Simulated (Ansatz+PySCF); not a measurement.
The numbers below are computed, except where a source is named.
# Several solutions for singlet C₂

```yaml
atoms:
  - { symbol: C, position_ang: [0.0000, 0.0000, -1.0049] }
  - { symbol: C, position_ang: [0.0000, 0.0000, 1.0049] }
```

Basis set: 6-31G (spherical functions). Charge 0, multiplicity 1.

PBE0 (unrestricted) was run from several starts with Ansatz (development build ahead of 0.2.0) and PySCF 2.14.0.

| run | program | start | converged | energy (hartree) | <S²> |
| --- | --- | --- | --- | --- | --- |
| A | Ansatz | atomic start, no search | yes | -75.61926 | 0.00 |
| B | PySCF | program defaults | yes | -75.64767 | 1.00 |
| C | Ansatz | stability test followed | yes | -75.65027 | 1.61 |
| D | Ansatz | search for the lowest state | yes | -75.65027 | 1.61 |

Problem. Which runs reached the lowest solution of this kind, and what is wrong with the others?

Solution. C, D reached the lowest solution found. Converged but too high: A by 0.84 eV, B by 0.07 eV. Convergence only shows a stationary point, and even a stable one can lie too high; stability tests and further starts are what find lower ones. Caution: the unrestricted determinant is a mixture of spin states.
